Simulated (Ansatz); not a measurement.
A made-up structure of CH$_{3}$BLi, doublet:

```
6
angstrom
Li -1.5763 -0.1007 0.5455
C 0.0459 -0.8737 -0.1987
B 0.3139 0.5126 -0.0058
H 0.3628 -1.8534 -0.5169
H -2.2469 -1.4268 1.1109
H -0.5182 1.3010 0.4571
```

It is relaxed with PBE-D4/def2-SVP and then PBE0-D4/def2-TZVP (Ansatz 0.2.0). Atoms count as bonded within 1.22 times the sum of their covalent radii (H–H: 0.88 Å). The end point is not checked to be a true minimum.

(1) Does its bonding change? (A judgement: the text doesn't fix the answer.)

Results:

(1) Computed: Yes. Formed: C2–H5; broken: none.

Where it ends: The first stage lowers the energy by 2.60 eV in 21 steps. It ends as CH₃BLi ([H]1[B]2[CH]3[H][Li]123):
| atom | x (Å) | y (Å) | z (Å) |
| --- | --- | --- | --- |
| Li1 | -1.9043 | 0.2445 | 0.3285 |
| C2 | -0.3890 | -1.0303 | 0.1021 |
| B3 | 0.1408 | 0.3098 | 0.0664 |
| H4 | 0.0810 | -1.8637 | -0.4106 |
| H5 | -1.1771 | -1.4275 | 0.7759 |
| H6 | -0.3702 | 1.3263 | 0.5299 |

Labels in which every atom is bracketed show which atoms are joined, not bond orders.

For scale, one of the runs: PBE0-D4/def2-TZVP relaxation, 94 basis functions, launched by `ansatz run in.yaml --threads 2 --pin off --events-out ev --progress --plain --max-ram 4352MiB`. The run took about 15 s on 2 CPU threads of an Intel Xeon 6975P-C (shared host).
